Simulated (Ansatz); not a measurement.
# Structure relaxation of Al₂As

The calculation used DFT r2SCAN, scalar-relativistic, plane waves, PAW (Ansatz). Cutoff 500 eV, Γ-centred k mesh, Gaussian smearing, no spin polarisation in the final step.

Al₂As was placed on the Cu2Sb structure type (P4/nmm, No. 129), with As in place of Sb, Al in place of Cu, at a guessed volume.

```xyz
6
Lattice="3.9511 0.0000 0.0000 0.0000 3.9511 0.0000 0.0000 0.0000 6.0286" Properties=species:S:1:pos:R:3 pbc="T T T"
Al    0.0000    0.0000    0.0000
Al    1.9756    1.9756    0.0000
Al    0.0000    1.9756    1.6277
Al    1.9756    0.0000    4.4009
As    0.0000    1.9756    4.2201
As    1.9756    0.0000    1.8086
```

Cell and atoms relax at zero pressure; the relaxation can't lower the symmetry of the start. After a coarse first stage the cell is made exact in the group found at 0.06 Å.

Formation energies are uncorrected and refer to the elements' standard structures at the same level.

Problem. Describe the relaxed structure.

Solution. It keeps P4/nmm (No. 129). The result has the Cu2Sb structure. Conventional cell: a = 3.771 Å, c = 7.434 Å. Al on Wyckoff site a (2 atoms of the primitive cell) has 4 Al at 2.67 Å, 4 Al at 3.00 Å and 4 As at 3.10 Å; around Al on Wyckoff site c (2 atoms of the primitive cell) lie 5 As at 2.64–2.67 Å and 4 Al at 3.00 Å; As is coordinated by 5 Al at 2.64–2.67 Å and 4 Al at 3.10 Å.

```
Al As
1.0
     3.77149    0.00000    0.00000
     0.00000    3.77149    0.00000
     0.00000    0.00000    7.43421
Al As
4 2
Direct
  0.00000 0.00000 0.00000
  0.50000 0.50000 0.00000
  0.00000 0.50000 0.31332
  0.50000 0.00000 0.68668
  0.00000 0.50000 0.66885
  0.50000 0.00000 0.33115
```

Problem. What are its volume, energy, density and gap?

Solution. The volume per atom is 17.62 Å³, the density is 4.05 g/cm³ and the energy over the elements is 0.04 eV/atom. The gap on the 10×10×6 mesh is 0 eV (a metal).

The final run used a 10×10×6 mesh on its 6-atom cell and 0.10 eV smearing. For metals, differences of a few meV/atom aren't resolved. Symmetry constrained the relaxation, so the result can be a saddle point.

Cost: 3 runs of about 5.2 core-minutes in all, on Intel Xeon Platinum 8488C (Sapphire Rapids) (shared hosts).